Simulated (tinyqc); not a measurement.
Worked calculation: MP2 on RHF in the sto-6g basis, for NH3, spin multiplicity 1. One step of it, computed by the program tinyqc.

Question. Orthogonalisation. S = U s U^T; symmetric (Loewdin) form X = U s^(-1/2) U^T, so that X^T S X = 1.

overlap S, order 1N 1s, 1N 2s, 1N 2px, 1N 2py, 1N 2pz, 2H 1s, 3H 1s, 4H 1s:
$$\begin{pmatrix}
1.000000 & 0.229416 & 0.000000 & 0.000000 & 0.000000 & 0.053601 & 0.053634 & 0.053634 \\
0.229416 & 1.000000 & 0.000000 & 0.000000 & 0.000000 & 0.464758 & 0.464918 & 0.464918 \\
0.000000 & 0.000000 & 1.000000 & 0.000000 & 0.000000 & 0.378559 & -0.189172 & -0.189172 \\
0.000000 & 0.000000 & 0.000000 & 1.000000 & 0.000000 & 0.000000 & 0.327978 & -0.327978 \\
0.000000 & 0.000000 & 0.000000 & 0.000000 & 1.000000 & -0.185117 & -0.185206 & -0.185206 \\
0.053601 & 0.464758 & 0.378559 & 0.000000 & -0.185117 & 1.000000 & 0.205071 & 0.205071 \\
0.053634 & 0.464918 & -0.189172 & 0.327978 & -0.185206 & 0.205071 & 1.000000 & 0.204964 \\
0.053634 & 0.464918 & -0.189172 & -0.327978 & -0.185206 & 0.205071 & 0.204964 & 1.000000
\end{pmatrix}$$

Give: eigenvalues of S; X.

Answer.

eigenvalues of S: [0.2965, 0.4225, 0.4227, 0.9072, 1.0732, 1.3722, 1.3725, 2.1332]

X, order 1N 1s, 1N 2s, 1N 2px, 1N 2py, 1N 2pz, 2H 1s, 3H 1s, 4H 1s:
$$\begin{pmatrix}
1.0234 & -0.1463 & 0.0000 & 0.0000 & 0.0108 & 0.0198 & 0.0198 & 0.0198 \\
-0.1463 & 1.3478 & 0.0000 & 0.0000 & -0.1280 & -0.2912 & -0.2914 & -0.2914 \\
0.0000 & 0.0000 & 1.1220 & 0.0000 & 0.0000 & -0.2728 & 0.1364 & 0.1364 \\
0.0000 & 0.0000 & 0.0000 & 1.1221 & 0.0000 & 0.0000 & -0.2364 & 0.2364 \\
0.0108 & -0.1280 & 0.0000 & 0.0000 & 1.0500 & 0.1142 & 0.1143 & 0.1143 \\
0.0198 & -0.2912 & -0.2728 & 0.0000 & 0.1142 & 1.2182 & -0.0516 & -0.0516 \\
0.0198 & -0.2914 & 0.1364 & -0.2364 & 0.1143 & -0.0516 & 1.2184 & -0.0515 \\
0.0198 & -0.2914 & 0.1364 & 0.2364 & 0.1143 & -0.0516 & -0.0515 & 1.2184
\end{pmatrix}$$
